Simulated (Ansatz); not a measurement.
# CHAlO (triplet): the correlation ladder, def2-QZVPP

An exercise on one series of results from a longer session: the logs are not shown, and one member is left open.

The runs use Ansatz 0.2.0, Gaussian basis; def2-QZVPP, core rule «outside noble gas», up to 7 orbitals frozen.

To be run: UHF; ROHF; CCSD(T) on UHF.

2 further runs of the same task are left out: 2 set aside as unsound or not needed. Runs told in other sessions of the task aren't counted.

## The geometry

The geometry is a PBE0/def2-TZVP stationary point (not a proven minimum) of the parent state, kept for this charge and spin.

4 atoms, charge 0, spin multiplicity 3.

Atoms are counted from 1 here; the program's logs count them from 0.

Bond lengths: Al1–C2 2.203 Å, Al1–H4 1.641 Å, C2–O3 1.130 Å. Angles: C2–Al1–H4 84.1°, Al1–C2–O3 160.0°.

The first run:

Contents of in.yaml:

```yaml
crystal:
  periodic: [false, false, false]
  atoms:
    - {symbol: Al, position_ang: [0.000000, -0.113080, 1.406118]}
    - {symbol: C, position_ang: [0.000000, 0.189159, -0.775794]}
    - {symbol: O, position_ang: [0.000000, -0.047504, -1.881062]}
    - {symbol: H, position_ang: [0.000000, 1.527034, 1.462841]}
basis:
  gaussian: {orbitals: "def2-QZVPP.json"}
magnetization: {spin_polarized: true, initial_magnetization: 2}
hamiltonian: {xc: hf}
output: {orbitals: {seedname: orbitals}}
```

The run is started by

```
$ ansatz run in.yaml --threads 1 --pin off --events-out ev --progress --plain --max-ram 2393MiB
```

Steps of the session up to this table: UHF; ROHF; CCSD(T) on UHF.

One table of the session follows, with a row left open; its other results are not shown here.

```
  method  from UCCSD(T) (kJ/mol)
    ROHF                 +1254.7
     UHF                 +1250.7
    UMP2                   +88.2
   UCCSD                       ?
UCCSD(T)                       0
```

Estimate the missing values for UCCSD.

**Answer.** from UCCSD(T) (kJ/mol): +60.0. In the column «from UCCSD(T) (kJ/mol)» it lies between UCCSD(T) (0) and UMP2 (+88.2).
